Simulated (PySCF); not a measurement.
C2H4, SMILES C=C.

Coordinates come from a r2SCAN-D4/def2-TZVP optimisation.

Level of theory: r2SCAN-D4/def2-TZVP (PySCF).

No scaling factor is applied to the harmonic values.

Computed vibrational spectrum:
```
mode  ν (cm⁻¹)  IR (km/mol)  Raman (Å⁴/amu)  depolarisation  moving atoms (share of kinetic energy)
----  --------  -----------  --------------  --------------  --------------------------------------
1          831          0.4             0.0               –                                  H 96 %
2          964          0.0             1.7            0.75                          H 63 %, C 37 %
3          971        105.3             0.0               –                          H 86 %, C 14 %
4         1076          0.0             0.0               –                                 H 100 %
5         1243          0.0             0.3            0.75                          H 63 %, C 37 %
6         1381          0.0            35.8            0.30                          H 82 %, C 18 %
7         1469          9.7             0.0               –                          H 90 %, C 10 %
8         1685          0.0            15.6            0.02                          C 75 %, H 25 %
9         3130         19.7             0.0               –                                  H 96 %
10        3143          0.0           217.1            0.13                                  H 93 %
11        3205          0.0           127.6            0.75                          H 90 %, C 10 %
12        3235         22.2             0.0               –                          H 89 %, C 11 %
```
